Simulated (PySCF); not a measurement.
Carbon: a sound run and one with changed settings

Sound run: C [He] 2s2 2p2, C⁺ [He] 2s2 2p1. Calculation: PySCF 2.14, in jorge-DZP-DKH (4s2p1d, 15 functions); the spin-free X2C one-electron Hamiltonian (Gaussian nucleus). In the sound run the correlated levels freeze 1s2. The sound run starts from symmetry-adapted Hartree-Fock orbitals and uses a fine grid where one is needed.

A second run was set up differently.

| species | method | sound run (hartree) | changed run (hartree) | converged |
| --- | --- | --- | --- | --- |
| C | MP2 | -37.75580 | -37.70901 | yes |
| C | CCSD(T) | -37.77751 | -37.71091 | yes |

Ionisation energy of C:

```tsv
method	sound run (eV)	changed run (eV)
UHF	10.813	10.813
MP2	11.079	10.955
SCS-MP2	10.975	10.861
CCSD	10.952	11.007
CCSD(T)	10.960	11.007
CCSDT	n/a	11.007
FCI	n/a	11.007
```

Q: What was changed?
A. too few SCF iterations
B. level shift left on
C. a valence shell is frozen
D. minimal basis

A: C. Freezing a valence shell removes pair correlation that changes on ionisation.
